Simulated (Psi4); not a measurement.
Psi4 input (wB97X-D/6-31G*):

```
memory 1500 MB

molecule {
0 2
C     1.18117604   -0.36779598    0.01854416
C    -0.00115998    0.51798809   -0.05691682
O    -1.20555268   -0.12470547    0.10015001
H    -1.92525557    0.50464161   -0.01377086
H    -0.00116302    1.40815434   -0.67836497
H     2.09806429    0.22204659   -0.00681776
H     1.17235960   -0.95240933    0.94267001
H     1.22031985   -1.08594199   -0.81468055
symmetry c1
no_reorient
no_com
}

set {
  basis 6-31G*
  reference uks
  scf_type pk
  dft_radial_points 99
  dft_spherical_points 590
  e_convergence 1e-8
  d_convergence 1e-7
  maxiter 150
}

e = energy('wb97x-d')
print_out(f'\nFINAL {e:.10f} DIPOLE {variable("CURRENT DIPOLE")[0]:.6f} {variable("CURRENT DIPOLE")[1]:.6f} {variable("CURRENT DIPOLE")[2]:.6f}\n')
```

**Question.** What final total energy does it give?

**Answer.** -154.32408 Eh.
